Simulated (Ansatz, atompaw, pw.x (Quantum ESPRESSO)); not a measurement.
## zinc (Zn): one change to the PAW (atompaw) potential, in the atom and in the fcc crystal

atompaw 4.2.0.5 input, output lines left out:

```
Zn 30
LDA-PW scalarrelativistic loggrid 1500 logderivrange -3 5 201
4 4 3 0 0 0
4 0 1.75
4 1 0.25
0 0 0
c
c
c
v
c
c
v
v
2
3.00 3.00 2.80 2.40
y
0.5
n
y
2.4
n
y
4.3
n
bloechl sinc
bessel
```

Change: wave 3d channel at 4.3 Ry becomes 3d channel at -0.64 Ry.

Cutoffs, loose and tight: the cutoffs (Ry, on a coarse ladder) from which the occupation-weighted sum of valence levels, in a spherical-Bessel basis at the reference potential, stays within 10 and 1 mRy of its value at 400 Ry. They see the waves and projectors alone, not the compensation charge or the core.

Crystal test: fcc Zn in pw.x 7.5, no spin, 15³ k-points, Fermi–Dirac smearing 0.01 Ry, cutoffs set for each file from its atomic test. The reference is all-electron LAPW (Ansatz 0.2.0) with the same functional, mesh and smearing; V0 and B0 come from Birch–Murnaghan fits to the pressures at five volumes. Errors are pseudo minus all-electron; Δ is the rms difference of the E(V) curves that follow from these fits, minima aligned, over ±6 % about the mean V0. Mesh and smearing are coarse, so the numbers serve the comparison and aren't converged zero-temperature values; the lattice is a test structure that the element need not adopt.

All-electron: a0 = 3.782 Å (V0 = 13.53 Å³/atom), B0 = 99.4 GPa.

Task: Does the change bring the crystal closer to the all-electron result?

Result: The mean pressure error goes from +76.83 to +42.23 GPa, so the change moves the solid closer to the all-electron pressures. Neither pressure curve crosses zero within the volumes sampled, so no fits are given.

| quantity | base | changed |
| --- | --- | --- |
| outcome (atom) | generated | generated |
| cutoff, loose (atom) | 25 Ry | 21 Ry |
| cutoff, tight (atom) | 30 Ry | 30 Ry |
| bound ghosts (atom) | none | none |
| cutoffs in pw.x (Ry) | 40/400 | 40/400 |
| mean pressure error (GPa) | +76.83 | +42.23 |

Base: The largest radius (3.00 bohr) exceeds half the bond length (2.53 bohr), so the spheres overlap, which is one possible source of error among others. This is a poor potential for the solid. Changed file: The largest radius (3.00 bohr) exceeds half the bond length (2.53 bohr), so the spheres overlap, which is one possible source of error among others. This is a poor potential for the solid.
